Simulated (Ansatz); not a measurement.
Molecule: C₃H₆Cl, charge 0, multiplicity 2. SMILES: C(CCl)[CH2]
Geometry from a B3LYP-D3(BJ)/def2-TZVP (Ansatz, an electronic-structure program) optimisation:
```
C
H 1 1.0924
H 1 1.0924 2 107.47
C 1 1.4860 2 110.95 3 -121.46
H 4 1.0813 1 120.92 2 153.16
H 4 1.0813 5 117.81 1 -173.29
C 1 1.5321 2 108.21 3 116.64
H 7 1.0871 1 111.53 2 60.66
H 7 1.0871 8 109.30 1 -123.78
Cl 7 1.8103 8 106.44 9 -114.59
```
Charge 0, spin multiplicity 2.

Wanted: enthalpy of formation at 298 K, in kcal/mol. Terms: 6-311+G** with 5d, 6d on Na to Ar in Ansatz; valence correlation only; no dispersion term unless named; non-relativistic; spin-orbit terms left out; UHF or UKS for open shells. Basis-set limits of correlation are two-point, X^-3; Hartree-Fock from the larger set. The bracket is a focal-point correction in the basis named. Ab initio and DFT rows: single points at B3LYP-D3(BJ) geometries (Ansatz), with unscaled harmonic terms from B3LYP/6-31G* at its own minima, enthalpies of formation by atomisation with measured atoms.

```json
[
 {"species": "[CH2]CCCl", "coefficient": "+1", "E at B3LYP/6-311+G** (Ansatz), Eh": "-578.13349", "E at B3LYP/def2-TZVPD (Ansatz), Eh": "-578.14746", "H(298 K) - E, kcal/mol": "54.84"},
 {"species": "C atom", "coefficient": "-3", "E at B3LYP/6-311+G** (Ansatz), Eh": "-37.85727", "E at B3LYP/def2-TZVPD (Ansatz), Eh": "-37.85953", "H(298 K) - E, kcal/mol": "-"},
 {"species": "Cl atom", "coefficient": "-1", "E at B3LYP/6-311+G** (Ansatz), Eh": "-460.16762", "E at B3LYP/def2-TZVPD (Ansatz), Eh": "-460.16775", "H(298 K) - E, kcal/mol": "-"},
 {"species": "H atom", "coefficient": "-6", "E at B3LYP/6-311+G** (Ansatz), Eh": "-0.50216", "E at B3LYP/def2-TZVPD (Ansatz), Eh": "-0.50215", "H(298 K) - E, kcal/mol": "-"}
]
```

The atoms take no thermal term, since their enthalpies of formation at 0 K are used: the result is the sum of coefficient times E, plus the molecule's thermal term, plus number times (enthalpy of formation minus H(298) - H(0)) over the atoms. Measured values of the atoms (G2/97 table in ASE), kcal/mol:

```tsv
atom	number	enthalpy of formation of the gas at 0 K	H(298) - H(0) of the element's standard state
C	3	169.98	0.25
Cl	1	28.59	1.10
H	6	51.63	1.01
```

Coupled cluster (Ansatz) is a level with limits of its own, used here on species with T1 under 0.025 (0.045 for open shells) and stable references: RI-MP2/CBS(cc-pV(T+d)Z,cc-pV(Q+d)Z)+[CCSD(T)-MP2]/cc-pV(D+d)Z. Value to compare with, RI-MP2/CBS(cc-pV(T+d)Z,cc-pV(Q+d)Z)+[CCSD(T)-MP2]/cc-pV(D+d)Z (Ansatz): 17.7 kcal/mol. 1 Eh = 627.5095 kcal/mol.

Task: Compute it at each level from the table, and compare with RI-MP2/CBS(cc-pV(T+d)Z,cc-pV(Q+d)Z)+[CCSD(T)-MP2]/cc-pV(D+d)Z (Ansatz).

Result: 
- B3LYP/6-311+G**: the sum of coefficient times E is -1.38110 Eh, or -866.65 kcal/mol; the thermal terms add 54.84; the atoms' measured terms add 840.40. Result: 28.6 kcal/mol. Its difference against RI-MP2/CBS(cc-pV(T+d)Z,cc-pV(Q+d)Z)+[CCSD(T)-MP2]/cc-pV(D+d)Z (Ansatz) is 10.9 kcal/mol.
- B3LYP/def2-TZVPD: the sum of coefficient times E is -1.38822 Eh, or -871.12 kcal/mol; the thermal terms add 54.84; the atoms' measured terms add 840.40. Result: 24.1 kcal/mol. Its difference against RI-MP2/CBS(cc-pV(T+d)Z,cc-pV(Q+d)Z)+[CCSD(T)-MP2]/cc-pV(D+d)Z (Ansatz) is 6.4 kcal/mol.
